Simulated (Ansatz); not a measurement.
`[OH][Na]`, charge 0, multiplicity 1.

Problem. Give a relaxed structure at PBE0-D4/def2-TZVP (Ansatz). (Best estimate.)

Solution. Computed: 
Z-matrix (Å, degrees):
```
O
Na 1 1.929
H 1 0.951 2 179.9
```
Point group C∞v.
